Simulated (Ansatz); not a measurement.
Diamond-structure Si, treated with revPBE (plane waves, PAW; Ansatz, an electronic-structure program).

Numerical settings: plane-wave cutoff 520 eV, 12×12×12 k mesh, Fermi–Dirac smearing 0.01 eV, scalar-relativistic PAW data made under PBE.

Pressure at four volumes; x = ln(V/20.727 Å³). One pressure is withheld.

| V (Å³/atom) | x | P (GPa) |
|---|---|---|
| 19.483 | -0.0619 | ? |
| 19.898 | -0.0408 | 3.84 |
| 20.727 | 0.0000 | 0.00 |
| 21.970 | 0.0582 | -4.41 |

### Question
Pass a parabola P(x) through the three rows shown, estimate the bulk modulus and its pressure derivative near zero pressure, and predict the withheld pressure.

### Answer
Slopes between the rows: (0.00 − (3.84))/(0.0000 − (-0.0408)) = -94.12 and (-4.41 − (0.00))/(0.0582 − (0.0000)) = -75.77 GPa. Their difference over the span 0.0990 is c = 18.35/0.0990 = 185.4 GPa, so P(x) = 3.84 + (-94.12)(x − (-0.0408)) + 185.4 (x − (-0.0408))(x − (0.0000)). At the middle row B = −dP/dx = −[-94.12 + 185.4 × 0.0408] = 86.6 GPa, and B′ = dB/dP = 2c/B = 4.3. At x = -0.0619 the parabola gives 6.07 GPa; the run gives 6.08 GPa. The Birch–Murnaghan fit to the energies at all volumes has B0 = 85.9 GPa and B′ = 4.3.

Measured, for comparison: bulk modulus 101 GPa (0 K value with zero-point phonon effects removed; as tabulated in Sun et al. (2011), doi:10.1103/physrevb.84.035117). Computed (rounded) less measured: bulk modulus -15 %.
